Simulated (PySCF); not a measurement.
```xyz
4
charge 0 multiplicity 1, angstrom
Al    0.0000    0.0000    0.0000
H     1.5859    0.0000    0.0000
H    -0.7930    1.3734    0.0000
H    -0.7930   -1.3734    0.0000
```

Computed with PBE0 in PySCF with Al def2-TZVP, H def2-TZVP; no relativity; density-fitted integrals.

This geometry of AlH₃ is a stationary point at this level.

What is the point group?

D3h.

Is it a minimum?

Yes: all harmonic wavenumbers are real.

Which band is strongest in the infrared?

1934 cm⁻¹ (e'), 519 km/mol.

Give the atomic charges and bond orders.


```csv
atom,Mulliken,Löwdin,polar tensor,Mayer order to Al1
Al1,0.31,0.37,1.08,–
"H2,3,4",-0.10,-0.12,-0.36,0.94
```
